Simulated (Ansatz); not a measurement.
Relaxation of AlClH₄O (7 atoms, charge 0, multiplicity 1), to a largest force component of 0.03 eV/Å in at most 50 steps.

Method: Ansatz, RKS PBE0-D4/def2-SVP.

```xyz
7
Properties=species:S:1:pos:R:3:forces:R:3
Al -0.070 -0.239 0.010 -0.01 0.15 0.71
O -0.067 -0.268 1.767 0.02 0.21 -0.64
H -0.880 -0.435 2.251 0.00 0.00 0.01
H 1.362 -0.222 -0.652 -0.02 0.00 -0.01
H -1.468 -0.338 -0.736 0.04 -0.01 0.01
Cl 0.153 2.975 1.172 0.06 -0.96 0.57
H 0.235 1.905 1.965 -0.09 0.61 -0.65
```

Question: Where does it end, and by what steps?

Answer: The run converged. The force dipped under the threshold on the way, but the program's further checks kept it going. After 17 steps the energy has fallen by 1.289 eV; H7 moved furthest, 1.08 Å. Parted: Cl6–H7 (1.33 → 2.55 Å). Joined: Al1–Cl6 (3.43 → 2.17 Å), O2–H7 (2.20 → 0.97 Å).

| step | energy less start (eV) | largest force component (eV/Å) | accepted |
| --- | --- | --- | --- |
| 0 | 0.0000 | 0.962 | yes |
| 1 | -0.1102 | 0.234 | yes |
| 2 | -0.1692 | 0.541 | yes |
| 3 | -0.2257 | 0.705 | yes |
| 4 | -0.2686 | 0.581 | yes |
| 5 | -0.4075 | 1.055 | yes |
| 6 | -0.5859 | 1.521 | yes |
| 7 | -0.7474 | 5.546 | yes |
| 8 | -1.0831 | 1.221 | yes |
| 9 | -1.1404 | 0.912 | yes |
| 10 | -1.2494 | 0.407 | yes |
| 11 | -1.2596 | 0.828 | yes |
| 12 | -1.2849 | 0.165 | yes |
| 13 | -1.2871 | 0.051 | yes |
| 14 | -1.2885 | 0.030 | yes |
| 15 | -1.2891 | 0.109 | yes |
| 16 | -1.2891 | 0.055 | yes |
| 17 | -1.2893 | 0.025 | yes |

```xyz
7
Properties=species:S:1:pos:R:3
Al 0.042 0.462 -0.045
O -0.046 0.037 1.918
H -0.873 -0.370 2.210
H 1.402 -0.168 -0.553
H -1.386 -0.080 -0.493
Cl 0.122 2.581 0.406
H 0.002 0.917 2.333
```

Whether the end is a true minimum wasn't checked by a vibrational analysis.

Time of the run: 45 s on 1 thread of Arm Neoverse V1, with other jobs on the host, peak memory 0.14 GiB.
